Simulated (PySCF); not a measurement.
PySCF input:

```python
from pyscf import gto, scf, dft

mol = gto.M(
    atom='''
    C     0.00780358    0.53696486   -0.00372461
    C     0.00985896   -0.18844531    1.29236932
    C     0.01042448   -0.20636333   -1.28962507
    H    -0.19667664    1.60001769   -0.01114656
    H     0.17924347    0.48020137    2.13732987
    H     0.18018110    0.45049265   -2.14370979
    H    -0.94627277   -0.70455808    1.47473043
    H     0.78002945   -0.96799317    1.31426117
    H     0.78060211   -0.98613760   -1.30035846
    H    -0.94562886   -0.72496020   -1.46522451
    ''',
    basis='def2-tzvpd',
    charge=0,
    spin=1,
    verbose=4,
)

mf = dft.UKS(mol, xc='tpssh').density_fit(auxbasis='def2-universal-jkfit')
mf.grids.level = 3
mf.conv_tol = 1e-9
mf.max_cycle = 100
mf.max_memory = 1500
mf.kernel()
if not mf.converged:
    mf = mf.newton()
    mf.kernel(mf.make_rdm1())
for _ in range(2):
    mo, _, stable, _ = mf.stability(return_status=True)
    if stable:
        break
    mf.kernel(mf.make_rdm1(mo, mf.mo_occ))
mf.analyze()
```

Question: Which total energy does the run end on?

Answer: -118.53296 Eh (TPSSh/def2-TZVPD).

It need not be the lowest isomer of its formula.
